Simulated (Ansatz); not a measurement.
# CH₄FN: small, medium and large basis sets

Aim: see how fast density functionals converge with the basis set for CH₄FN.

Computed with Ansatz 0.2.0, Gaussian basis. Level: one geometry, several basis sets.

Plan: PBE0-D4/def2-SVP; ωB97M-V/def2-SVP; PBE0-D4/def2-QZVPP; ωB97M-V/def2-QZVPP; the functionals' def2-TZVPP values are taken from earlier runs.

### Step 1. The geometry

The geometry comes from an earlier relaxation with PBE0-D4 in a triple-zeta def2 set; it is a stationary point, not always the lowest conformer.

SMILES `NCF`, 7 atoms, charge 0, spin multiplicity 1.

Atoms are counted from 1 here; the program's logs count them from 0.

Bond lengths: N1–C2 1.402 Å, N1–H4 1.010 Å, N1–H5 1.010 Å, C2–F3 1.406 Å, C2–H6 1.092 Å, C2–H7 1.092 Å. Angles: C2–N1–H4 112.8°, C2–N1–H5 112.8°, H4–N1–H5 109.7°, N1–C2–F3 113.7°, N1–C2–H6 110.2°, N1–C2–H7 110.2°, F3–C2–H6 106.1°, F3–C2–H7 106.1°, H6–C2–H7 110.3°.

### Step 2. PBE0-D4 in def2-SVP

in.yaml reads:

```yaml
crystal:
  periodic: [false, false, false]
  atoms:
    - {symbol: N, position_ang: [-0.458625, -0.120829, -0.759838]}
    - {symbol: C, position_ang: [0.444156, -0.110176, 0.313172]}
    - {symbol: F, position_ang: [0.043149, 0.710136, 1.382030]}
    - {symbol: H, position_ang: [-1.364135, -0.489921, -0.506135]}
    - {symbol: H, position_ang: [-0.568682, 0.787490, -1.188073]}
    - {symbol: H, position_ang: [0.551367, -1.115049, 0.726415]}
    - {symbol: H, position_ang: [1.414072, 0.270348, -0.013170]}
basis:
  gaussian: {orbitals: def2-SVP}
hamiltonian: {xc: pbe0, dispersion: d4}
output: {orbitals: {seedname: orbitals}}
```

Run with:

```console
$ ansatz run in.yaml --threads 2 --pin off --events-out ev --progress --plain --max-ram 4352MiB
```

Output:

```text
Functional definition: PBE0
  name "PBE0"
  cite "Adamo & Barone, J. Chem. Phys. 110, 6158 (1999) doi:10.1063/1.478522"
  cite "Perdew, Burke & Ernzerhof, Phys. Rev. Lett. 77, 3865 (1996) doi:10.1103/PhysRevLett.77.3865"
  parent pbe
  parameter a = 0.25
  parameter kappa = 0.804
  parameter beta = 0.06672455060314922
  exchange = (1 - a)*pbe_x(kappa = kappa, mu = beta*pi^2/3) + a*exact_x
  correlation = pbe_c(beta = beta)
710 factors; their error is unknown
mean field evaluation 1: about -5295.8180 eV, gradient 4.3e1 eV
mean field evaluation 2: about -5294.8167 eV, gradient 4.8e1 eV
mean field evaluation 4: about -5299.3532 eV, gradient 1.6e0 eV
mean field evaluation 8: about -5299.3572 eV, gradient 7.5e-3 eV
mean field -5299.35063908 eV, -194.7475439575 hartree, gradient 4.1e-5 eV, S^2 0.000000; 0 other end points of the search recorded, 0 dependent functions left out
reference -5299.35065749 eV, -194.7475446341 hartree; 13, 13 occupied and 49, 49 virtual orbitals, 710 factors
Total energy: -5299.40366725 eV, -194.7494927065 hartree
```

It took 0.5 s on 2 threads of Arm Neoverse V2, shared host.

### Step 3. ωB97M-V in def2-SVP

in.yaml, as its differences from that of step 2:

```diff
@@ -12,3 +12,3 @@
   gaussian: {orbitals: def2-SVP}
-hamiltonian: {xc: pbe0, dispersion: d4}
+hamiltonian: {xc: {name: wB97M-V}}
 output: {orbitals: {seedname: orbitals}}
```

The command is unchanged.

Output:

```text
Functional definition: wB97M-V
  name "wB97M-V"
  cite "Mardirossian & Head-Gordon, J. Chem. Phys. 144, 214110 (2016) doi:10.1063/1.4952647"
  cite "Becke, J. Chem. Phys. 107, 8554 (1997) doi:10.1063/1.475007"
  cite "Vydrov & Van Voorhis, J. Chem. Phys. 133, 244103 (2010) doi:10.1063/1.3521275"
  # Of w^i u^j: cxij and so on, Table III.
  parameter omega = 0.3/bohr
  parameter cx = 0.15
  parameter cx01 = 1.007
  parameter cx10 = 0.259
  parameter css00 = 0.443
  parameter css04 = -1.437
  parameter css10 = -4.535
  parameter css20 = -3.390
  parameter css43 = 4.278
  parameter cos00 = 1.000
  parameter cos10 = 1.358
  parameter cos20 = 2.924
  parameter cos21 = -8.812
  parameter cos60 = -1.390
  parameter cos61 = 9.142
  parameter b = 6.0
  parameter c = 0.01
  gx(w, u) = 1 - cx + cx01*u + cx10*w
  gss(w, u) = css00 + css04*u^4 + css10*w + css20*w^2 + css43*w^4*u^3
  gos(w, u) = cos00 + cos10*w + (cos20 + cos21*u)*w^2 + (cos60 + cos61*u)*w^6
  exchange = spin_sum(e_x_unif_sr(omega)*gx(b97_w, b97_u_x)) + cx*exact_x_sr(omega) + exact_x_lr(omega)
  correlation = spin_sum(e_c_pw_mod_same_spin*gss(b97_w, b97_u_same))
      + integral(e_c_pw_mod_opposite_spin*gos(b97_w_opposite, b97_u_opposite)) + vv10(b, c)
710 factors; their error is unknown
162 factors; integrals over basis functions are off by at most 8.2e-6 eV
mean field evaluation 1: about -5300.3532 eV, gradient 3.6e1 eV
mean field evaluation 2: about -5301.2447 eV, gradient 3.0e1 eV
mean field evaluation 4: about -5302.8559 eV, gradient 7.7e-1 eV
mean field evaluation 8: about -5302.8376 eV, gradient 2.4e-1 eV
mean field evaluation 16: about -5302.8377 eV, gradient 5.5e-6 eV
mean field -5302.83769879 eV, -194.8756910381 hartree, gradient 5.5e-6 eV, S^2 0.000000; 0 other end points of the search recorded, 0 dependent functions left out
reference -5302.83772679 eV, -194.8756920671 hartree; 13, 13 occupied and 49, 49 virtual orbitals, 710 factors
Total energy: -5302.83772679 eV, -194.8756920671 hartree
```

It took 2 s on 2 threads of Arm Neoverse V2, shared host.

### Step 4. PBE0-D4 in def2-QZVPP

in.yaml, as its differences from that of step 3:

```diff
@@ -11,4 +11,4 @@
 basis:
-  gaussian: {orbitals: def2-SVP}
-hamiltonian: {xc: {name: wB97M-V}}
+  gaussian: {orbitals: "def2-QZVPP.json"}
+hamiltonian: {xc: pbe0, dispersion: d4}
 output: {orbitals: {seedname: orbitals}}
```

Launched as before.

Output:

```text
Functional definition: PBE0
  name "PBE0"
  cite "Adamo & Barone, J. Chem. Phys. 110, 6158 (1999) doi:10.1063/1.478522"
  cite "Perdew, Burke & Ernzerhof, Phys. Rev. Lett. 77, 3865 (1996) doi:10.1103/PhysRevLett.77.3865"
  parent pbe
  parameter a = 0.25
  parameter kappa = 0.804
  parameter beta = 0.06672455060314922
  exchange = (1 - a)*pbe_x(kappa = kappa, mu = beta*pi^2/3) + a*exact_x
  correlation = pbe_c(beta = beta)
789 factors; their error is unknown
mean field evaluation 1: about -5300.7371 eV, gradient 5.4e1 eV
mean field evaluation 2: about -5297.1263 eV, gradient 6.6e1 eV
mean field evaluation 4: about -5306.0704 eV, gradient 3.5e0 eV
mean field evaluation 8: about -5306.0892 eV, gradient 2.4e-2 eV
mean field evaluation 16: about -5306.0887 eV, gradient 1.4e-5 eV
mean field -5306.08871524 eV, -194.9951636889 hartree, gradient 1.4e-5 eV, S^2 0.000000; 0 other end points of the search recorded, 0 dependent functions left out
reference -5306.08874171 eV, -194.9951646619 hartree; 13, 13 occupied and 278, 278 virtual orbitals, 789 factors
Total energy: -5306.14175147 eV, -194.9971127343 hartree
```

Wall time 2.9 s (2 threads of Arm Neoverse V2, shared host); peak memory 0.59 GiB.

### Step 5. ωB97M-V in def2-QZVPP

in.yaml, as its differences from that of step 4:

```diff
@@ -12,3 +12,3 @@
   gaussian: {orbitals: "def2-QZVPP.json"}
-hamiltonian: {xc: pbe0, dispersion: d4}
+hamiltonian: {xc: {name: wB97M-V}}
 output: {orbitals: {seedname: orbitals}}
```

Launched as before.

Output:

```text
Functional definition: wB97M-V
  name "wB97M-V"
  cite "Mardirossian & Head-Gordon, J. Chem. Phys. 144, 214110 (2016) doi:10.1063/1.4952647"
  cite "Becke, J. Chem. Phys. 107, 8554 (1997) doi:10.1063/1.475007"
  cite "Vydrov & Van Voorhis, J. Chem. Phys. 133, 244103 (2010) doi:10.1063/1.3521275"
  # Of w^i u^j: cxij and so on, Table III.
  parameter omega = 0.3/bohr
  parameter cx = 0.15
  parameter cx01 = 1.007
  parameter cx10 = 0.259
  parameter css00 = 0.443
  parameter css04 = -1.437
  parameter css10 = -4.535
  parameter css20 = -3.390
  parameter css43 = 4.278
  parameter cos00 = 1.000
  parameter cos10 = 1.358
  parameter cos20 = 2.924
  parameter cos21 = -8.812
  parameter cos60 = -1.390
  parameter cos61 = 9.142
  parameter b = 6.0
  parameter c = 0.01
  gx(w, u) = 1 - cx + cx01*u + cx10*w
  gss(w, u) = css00 + css04*u^4 + css10*w + css20*w^2 + css43*w^4*u^3
  gos(w, u) = cos00 + cos10*w + (cos20 + cos21*u)*w^2 + (cos60 + cos61*u)*w^6
  exchange = spin_sum(e_x_unif_sr(omega)*gx(b97_w, b97_u_x)) + cx*exact_x_sr(omega) + exact_x_lr(omega)
  correlation = spin_sum(e_c_pw_mod_same_spin*gss(b97_w, b97_u_same))
      + integral(e_c_pw_mod_opposite_spin*gos(b97_w_opposite, b97_u_opposite)) + vv10(b, c)
789 factors; their error is unknown
209 factors; integrals over basis functions are off by at most 8.5e-6 eV
mean field evaluation 1: about -5306.2265 eV, gradient 4.5e1 eV
mean field evaluation 2: about -5307.1021 eV, gradient 4.0e1 eV
mean field evaluation 4: about -5309.7853 eV, gradient 1.0e0 eV
mean field evaluation 8: about -5309.7911 eV, gradient 3.4e-2 eV
mean field evaluation 16: about -5309.7867 eV, gradient 4.7e-5 eV
mean field -5309.78671037 eV, -195.1310625034 hartree, gradient 4.7e-5 eV, S^2 0.000000; 0 other end points of the search recorded, 0 dependent functions left out
reference -5309.78675303 eV, -195.1310640710 hartree; 13, 13 occupied and 278, 278 virtual orbitals, 789 factors
Total energy: -5309.78675303 eV, -195.1310640710 hartree
```

Wall time 7 s (2 threads of Arm Neoverse V2, shared host); peak memory 0.72 GiB.

### Step 6. Functionals by basis

The def2-TZVPP values come from earlier runs at the same geometry.

| functional | basis | functions | energy (eV) | from the largest (eV) | HOMO (eV) | LUMO (eV) |
| --- | --- | --- | --- | --- | --- | --- |
| PBE0-D4 | def2-SVP | 62 | -5299.4037 | 6.738 | -7.66 | 2.00 |
| PBE0-D4 | def2-TZVPP | 149 | -5305.8372 | 0.305 | -7.96 | 1.16 |
| PBE0-D4 | def2-QZVPP | 291 | -5306.1418 | 0.000 | -8.03 | 0.74 |
| ωB97M-V | def2-SVP | 62 | -5302.8377 | 6.949 | -10.10 | 3.62 |
| ωB97M-V | def2-TZVPP | 149 | -5309.4897 | 0.297 | -10.40 | 2.54 |
| ωB97M-V | def2-QZVPP | 291 | -5309.7868 | 0.000 | -10.47 | 1.89 |

### Step 7. What came out

| quantity | value |
| --- | --- |
| PBE0-D4: double and triple zeta above quadruple | 6.74, 0.30 eV |
| ωB97M-V: double and triple zeta above quadruple | 6.95, 0.30 eV |

**Reading.** For PBE0-D4 the step from double to triple zeta gains 6.43 eV and the next only 0.30 eV. Total energies overstate the basis error of differences, where much of it tends to cancel. The LUMO of ωB97M-V is positive and keeps falling with the basis (3.62 to 1.89 eV): an unbound level that the basis holds in place.

For PBE0-D4 the largest set took about 6 times as long as the smallest (2.9 s against 0.5 s).
